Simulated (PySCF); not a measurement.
## Telling isomers of C$_{4}$H$_{10}$ apart by NMR

Theoretical values (PySCF): coordinates at the GFN2-xTB level, GIAO PBE0/pcSseg-1 shieldings, spin–spin couplings from B3LYP/pcJ-1 (spin–dipole term left out of most H,H and C,H couplings). Fast rotation and ring inversion assumed for equivalent nuclei, one conformer, no solvent model, relativity neglected.

Scale: TMS for 1H and 13C (reference shieldings calculated alike). Multiplet labels drop J under 1 Hz and among equivalent protons, and merge close values. Unscaled 3J(H,H) run several per cent high. Shifts are as computed. Against solution values, carbons near 30 ppm lie about +3 ppm off and those near 130 ppm about +5 ppm. Of 1211 compounds with measured shifts, 218 miss one by over three times the rms of a fit or turn the order of signals round; such compounds aren't used in these exercises. Across acyclic CH2–CH2 and CH–CH2 bonds, 3J(H,H) assumes equally populated rotamers.

(1) Tabulate the signals of `CC(C)C`, `CCCC` and their relative energies.

(2) What is the quickest way to tell CC(C)C from CCCC?

Results:

(1) 
```tsv
SMILES	carbon types	δC	δH	E rel. (kcal/mol)
CC(C)C	1×CH 3×CH3	27.6, 26.6	1.61 (decet, 1H), 0.96 (d, 9H)	0.0
CCCC	2×CH2 2×CH3	30.4, 17.5	1.26 (m, 4H), 1.05 (m, 6H)	0.9
```

Energies are electronic energies at PBE0/pcSseg-1 on these geometries, without zero-point or thermal terms, each for the one conformer computed, which needn't be the lowest.

(2) Both give the same number of carbon signals, but DEPT or the intensities differ. The first has an sp3 CH at 27.6 ppm, the second an sp3 CH2 at 30.4 ppm.
